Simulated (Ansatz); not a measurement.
Ansatz (a program for electronic structure) input (CCSD(T)/aug-cc-pV(D+d)Z):
A basis named .json is the Basis Set Exchange file of that set.

Ansatz 0.2 input:
```yaml
crystal:
  periodic: [false, false, false]
  atoms:
    - {symbol: C, position_ang: [-0.00000000, -0.00000000, -1.11416072]}
    - {symbol: S, position_ang: [0.00000000, 0.00000000, 0.41781027]}
basis:
  gaussian:
    orbitals: aug-cc-pV_D+d_Z.json
magnetization: {spin_polarized: false}
correlation: {method: ccsd_t, electrons: outside_noble_gas}
output: {forces: true}
```

Output:

```
Functional definition: HF
integrals: 0.02 GiB planned
553 factors; integrals over basis functions are off by at most 1.1e-3 eV
mean field: 0.09 GiB planned
mean field evaluation 1: about -11845.8049 eV, gradient 9.1e0 eV
mean field evaluation 2: about -11845.8051 eV, gradient 9.1e0 eV
mean field evaluation 4: about -11846.1496 eV, gradient 2.3e0 eV
mean field evaluation 8: about -11846.1743 eV, gradient 1.7e-4 eV
mean field evaluation 16: about -11846.1739 eV, gradient 1.6e-1 eV
mean field -11846.17432442 eV, -435.3388767972 hartree, gradient 7.7e-7 eV, S^2 0.000000; 0 other end points of the search recorded, 0 dependent functions left out
6 core orbitals not correlated
reference -11846.17432442 eV, -435.3388767972 hartree; 5, 5 occupied and 44, 44 virtual orbitals, 553 factors
densities: 0.11 GiB planned
second order -6.94152699 eV of doubles, -0.00000000 eV of singles
coupled cluster: 0.10 GiB planned
cycle   1  -7.02503504 eV  change   -8.4e-2 eV  update   1.1e-1
cycle   2  -7.33407307 eV  change   -3.1e-1 eV  update   3.7e-2
cycle   3  -7.43511589 eV  change   -1.0e-1 eV  update   2.1e-2
cycle   4  -7.43220399 eV  change    2.9e-3 eV  update   5.4e-3
cycle   5  -7.43168604 eV  change    5.2e-4 eV  update   1.9e-3
cycle   6  -7.43146408 eV  change    2.2e-4 eV  update   5.0e-4
cycle   7  -7.43141141 eV  change    5.3e-5 eV  update   1.2e-4
cycle   8  -7.43144239 eV  change   -3.1e-5 eV  update   4.6e-5
cycle   9  -7.43142155 eV  change    2.1e-5 eV  update   1.4e-5
cycle  10  -7.43141621 eV  change    5.3e-6 eV  update   4.3e-6
perturbative correction -0.44311555 eV, -0.0162841960 hartree
the calculation of the forces begins
Total energy: -11854.04885618 eV, -435.6282605016 hartree
Atom 0 at    -0.000000    -0.000000    -1.114161 Å, force    -0.000000     0.000000    -1.664551 eV/Å
Atom 1 at     0.000000     0.000000     0.417810 Å, force     0.000000    -0.000000     1.664551 eV/Å
Dipole moment:    -0.000000    -0.000000     0.422868 e Å
```
